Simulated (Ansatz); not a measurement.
## Worked example: correlation energy of H3Si–GeH⁺, doublet

Geometry: that of the H3Si–GeH, triplet, kept fixed.

```yaml
atoms:
  - { symbol: Si, position_ang: [0.0000, -0.0421, 1.6567] }
  - { symbol: Ge, position_ang: [0.0000, 0.0347, -0.7080] }
  - { symbol: H, position_ang: [1.2108, -0.7342, 2.1756] }
  - { symbol: H, position_ang: [0.0000, 1.3682, 2.1200] }
  - { symbol: H, position_ang: [-1.2108, -0.7342, 2.1756] }
  - { symbol: H, position_ang: [0.0000, -1.2247, -1.6073] }
```

Basis cc-pVDZ; Ansatz 0.2.0. Only valence electrons are correlated (noble-gas cores and the filled d shells of p-block atoms frozen), which leaves 11 electrons in 46 orbitals. Prefix R: restricted or restricted open-shell reference; prefix U: unrestricted. No spin–orbit coupling is included, and no scalar relativity.

Full CI isn't at hand for all of this; UCCSDT(Q) serves as the reference, and is uncertain by about the last step of the cluster series.

Runs differ by some tens of microhartree through their thresholds and, for an open shell, their frozen cores, so steps under 0.03 kcal/mol mean nothing.

| level | total energy (hartree) |
| --- | --- |
| UHF | -2366.274434 |
| UMP2 | -2366.430231 |
| UCCSD | -2366.472796 |
| UCCSD(T) | -2366.477568 |
| UCCSDT | -2366.478756 |
| UCCSDT(Q) | -2366.478944 |

Task: What is the correlation energy at UCCSDT(Q), and what share of it do UMP2 and UCCSD recover?

Result: E(corr) = -2366.478944 − (-2366.274434) = -0.204510 hartree = -5.565 eV. UMP2: -0.155797 / -0.204510 = 76.18 %. UCCSD: -0.198362 / -0.204510 = 96.99 %.

Task: By how many kcal/mol does UCCSD(T) miss UCCSDT(Q) (1 hartree = 627.509 kcal/mol), and which steps make up the rest?

Result: -2366.477568 − (-2366.478944) = 0.001376 hartree = 0.86 kcal/mol. Steps: UCCSDT − UCCSD(T) = -0.75, UCCSDT(Q) − UCCSDT = -0.12 kcal/mol. Differences between like states or geometries often cancel part of this.
